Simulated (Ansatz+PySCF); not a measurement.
A calculation with Ansatz (development build ahead of 0.2.0).

```yaml
crystal:
  periodic: [false, false, false]
  atoms:
    - { symbol: H, position_ang: [-2.10511, 0.30317, -0.21733] }
    - { symbol: C, position_ang: [-1.18758, -0.26341, -0.07126] }
    - { symbol: "N", position_ang: [-0.04761, 0.4679, 0.19608] }
    - { symbol: O, position_ang: [1.15597, -0.25054, -0.17351] }
    - { symbol: H, position_ang: [1.66643, -0.1926, 0.65194] }
    - { symbol: H, position_ang: [-1.23891, -1.26432, 0.324] }
    - { symbol: H, position_ang: [-0.02428, 1.36169, -0.32006] }
basis:
  gaussian: { orbitals: cc-pVTZ }
magnetization:
  spin_polarized: true
  initial_magnetization: 1
hamiltonian:
  xc: hf
correlation:
  method: mp2
  frozen_orbitals: { C: 1, H: 0, "N": 1, O: 1 }
output:
  forces: true
```

The input is written out in the form of the current development build from the run's settings.

The run gave:

```yaml
Converged: yes
Reference_energy: -169.45435 hartree
Correlation_energy: -0.60509 hartree
Total_energy: -170.05943 hartree
Spin_squared_of_the_determinant: 0.768
Stability_test: minimum
```

Forces (eV/Å):
| atom | Fx | Fy | Fz |
| --- | --- | --- | --- |
| H1 | 0.401 | -0.116 | 0.089 |
| C2 | -0.441 | 0.033 | -0.119 |
| N3 | 0.371 | 0.597 | -0.405 |
| O4 | -0.209 | 0.279 | 0.538 |
| H5 | -0.230 | -0.058 | -0.411 |
| H6 | 0.103 | 0.026 | -0.028 |
| H7 | 0.006 | -0.761 | 0.336 |
